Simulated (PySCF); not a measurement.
Atom-mapped SMILES (the numbers label the heavy atoms): `[CH2:1]=[CH:2][CH2:3][CH2:4][CH3:5]` (H(Xn): hydrogen on atom n). Ha(C1) is cis to C3; Hb(C1) is trans to C3.

[PySCF 2.14.0 with density-fitted response routines: B3LYP/pcJ-1 coupling constants (without the spin–dipole term); geometry: PBE0-D3(BJ)/def2-SVP; shieldings: GIAO PBE0/pcSseg-1; one averaged value for each set of equivalent atoms; in vacuum; non-relativistic Hamiltonian; single conformer]

Task: List the cross peaks expected in HSQC, COSY and HMBC spectra.

Result: 

HSQC (one-bond C–H):
| δH | δC | 1J(C,H) (Hz) |
| --- | --- | --- |
| 6.03 (H(C2)) | 148.9 (C2) | 157 |
| 5.34 (Ha(C1)) | 121.9 (C1) | 164 |
| 5.21 (Hb(C1)) | 121.9 (C1) | 168 |
| 1.88 (H(C3)) | 41.6 (C3) | 131 |
| 1.22 (H(C4)) | 27.1 (C4) | 132 |
| 1.01 (H(C5)) | 16.6 (C5) | 132 |

COSY cross peaks (|J| ≥ 2 Hz):
| δH | δH | abs. J (Hz) | bonds |
| --- | --- | --- | --- |
| 6.03 (H(C2)) | 5.34 (Ha(C1)) | 17.9 | 3 |
| 6.03 (H(C2)) | 5.21 (Hb(C1)) | 11.2 | 3 |
| 6.03 (H(C2)) | 1.88 (H(C3)) | 8.4 | 3 |
| 5.34 (Ha(C1)) | 5.21 (Hb(C1)) | 2.4 | 2 |
| 1.88 (H(C3)) | 1.22 (H(C4)) | 7.9 | 3 |
| 1.22 (H(C4)) | 1.01 (H(C5)) | 8.2 | 3 |

HMBC (two and three bonds, |J| ≥ 2.5 Hz):
| δH | δC [abs. J in Hz] |
| --- | --- |
| 6.03 (H(C2)) | 41.6 (C3) [5.4], 27.1 (C4) [2.7] |
| 5.34 (Ha(C1)) | 41.6 (C3) [7.7] |
| 5.21 (Hb(C1)) | 41.6 (C3) [12.2] |
| 1.88 (H(C3)) | 148.9 (C2) [5.8], 121.9 (C1) [7.2], 27.1 (C4) [4.7], 16.6 (C5) [2.8] |
| 1.22 (H(C4)) | 148.9 (C2) [2.5], 41.6 (C3) [3.5], 16.6 (C5) [3.3] |
| 1.01 (H(C5)) | 41.6 (C3) [6.1], 27.1 (C4) [3.4] |

References, each an isolated molecule treated in the same way: 1H (31.27 ppm) and 13C (184.41 ppm) vs TMS.

Short H···H contacts in this conformer between protons four or more bonds apart (candidates for NOE cross peaks, intensity ∝ r⁻⁶): Ha(C1)···H(C3) 2.45 Å, H(C3)···H(C5) 2.58 Å, H(C2)···H(C4) 2.64 Å.

Unscaled 3J(H,H) at this level run about 9 % above measured values. Shifts are as computed. Against solution values, carbons near 30 ppm lie about +2 ppm off and those near 130 ppm about +4 ppm. Of 246 compounds with measured shifts, 49 miss one by over three times the rms of a fit or turn the order of signals round; such compounds aren't used in these exercises. Couplings across =CH–CH2 type bonds come from one rotamer and its mirror image, and can be 1–2 Hz further off. Across freely rotating sp3–sp3 bonds, 3J(H,H) is taken as (2 J gauche + J anti)/3 from the one conformer, which assumes equal rotamer populations.
